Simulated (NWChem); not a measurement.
System: NO$_{2}$, doublet; SMILES [O]N=O

Computed with NWChem. Spin-unrestricted. In the optimisation the excess spin sits in a1 (C2v, its own frame). No stability test was run on the SCF state. The level has its own optimisation; frequencies are unscaled.

### Question
Predict the results for PBE/def2-SVP. Quantities: r N–O (Å); highest harmonic frequency (cm⁻¹); lowest (cm⁻¹); zero-point energy (kcal/mol); dipole (D).

### Answer
```yaml
r N–O (Å): 1.204
highest harmonic frequency (cm⁻¹): 1750
lowest (cm⁻¹): 751
zero-point energy (kcal/mol): 5.5
dipole (D): 0.22
```
